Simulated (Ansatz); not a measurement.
AsH₄⁺, singlet: reading a ladder of total energies

Geometry: a PBE0/def2-TZVP stationary point for this spin, not checked as a minimum.

```yaml
atoms:
  - { symbol: As, position_ang: [0.0000, 0.0000, 0.0000] }
  - { symbol: H, position_ang: [0.8591, 0.8618, 0.8601] }
  - { symbol: H, position_ang: [-0.8626, -0.8579, 0.8605] }
  - { symbol: H, position_ang: [-0.8581, 0.8589, -0.8640] }
  - { symbol: H, position_ang: [0.8616, -0.8628, -0.8566] }
```

Basis cc-pVTZ; Ansatz 0.2.0. Correlated methods freeze the noble-gas cores and the filled d shells of p-block atoms, which leaves 8 electrons in 85 orbitals. R marks a restricted (for open shells ROHF) determinant. No spin–orbit coupling is included, and no scalar relativity.

Full CI isn't at hand for all of this; RCCSDT(Q) serves as the reference, and is uncertain by the last step of the cluster series or more.

RCCSD has a T1 diagnostic of 0.009 and a largest doubles amplitude of 0.04.

Runs differ by some tens of microhartree through their thresholds, so steps under 0.03 kcal/mol mean nothing.

```
    level  total energy (hartree)
      RHF            -2236.280065
     RMP2            -2236.429283
    RCCSD            -2236.457652
 RCCSD(T)            -2236.461996
   RCCSDT            -2236.462675
RCCSDT(Q)            -2236.462790
```

What is the correlation energy at RCCSDT(Q), and what share of it do RMP2 and RCCSD(T) recover?

E(corr) = -2236.462790 − (-2236.280065) = -0.182725 hartree = -4.972 eV. RMP2: -0.149218 / -0.182725 = 81.66 %. RCCSD(T): -0.181931 / -0.182725 = 99.57 %.

By how many kcal/mol does RCCSD(T) miss RCCSDT(Q) (1 hartree = 627.509 kcal/mol), and which steps make up the rest?

-2236.461996 − (-2236.462790) = 0.000794 hartree = 0.50 kcal/mol. Steps: RCCSDT − RCCSD(T) = -0.43, RCCSDT(Q) − RCCSDT = -0.07 kcal/mol. That is within 1 kcal/mol of the reference in this basis, which itself misses far more of the correlation at the basis-set limit.
